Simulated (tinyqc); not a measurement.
Worked calculation: UHF in the sto-6g basis, for CH2, spin multiplicity 3. One step of it, computed by the program tinyqc.

Question. Orthogonalisation. S = U s U^T; symmetric (Loewdin) form X = U s^(-1/2) U^T, so that X^T S X = 1.

overlap S, order 1C 1s, 1C 2s, 1C 2px, 1C 2py, 1C 2pz, 2H 1s, 3H 1s:
```
[[1.000000, 0.243228, 0.000000, 0.000000, 0.000000, 0.032322, 0.029651],
 [0.243228, 1.000000, 0.000000, 0.000000, 0.000000, 0.333866, 0.316899],
 [0.000000, 0.000000, 1.000000, 0.000000, 0.000000, 0.000000, 0.000000],
 [0.000000, 0.000000, 0.000000, 1.000000, 0.000000, 0.319143, -0.306068],
 [0.000000, 0.000000, 0.000000, 0.000000, 1.000000, 0.151453, 0.145217],
 [0.032322, 0.333866, 0.000000, 0.319143, 0.151453, 1.000000, 0.047960],
 [0.029651, 0.316899, 0.000000, -0.306068, 0.145217, 0.047960, 1.000000]]
```

Give: eigenvalues of S; X.

Answer.

eigenvalues of S: [0.479, 0.535, 0.895, 1.000, 1.081, 1.418, 1.592]

X, order 1C 1s, 1C 2s, 1C 2px, 1C 2py, 1C 2pz, 2H 1s, 3H 1s:
```
[[1.025, -0.138, 0.000, 0.000, -0.005, 0.018, 0.018],
 [-0.138, 1.122, 0.000, 0.005, 0.044, -0.198, -0.185],
 [0.000, 0.000, 1.000, 0.000, 0.000, 0.000, 0.000],
 [0.000, 0.005, 0.000, 1.090, 0.002, -0.192, 0.182],
 [-0.005, 0.044, 0.000, 0.002, 1.020, -0.088, -0.083],
 [0.018, -0.198, 0.000, -0.192, -0.088, 1.109, -0.016],
 [0.018, -0.185, 0.000, 0.182, -0.083, -0.016, 1.097]]
```
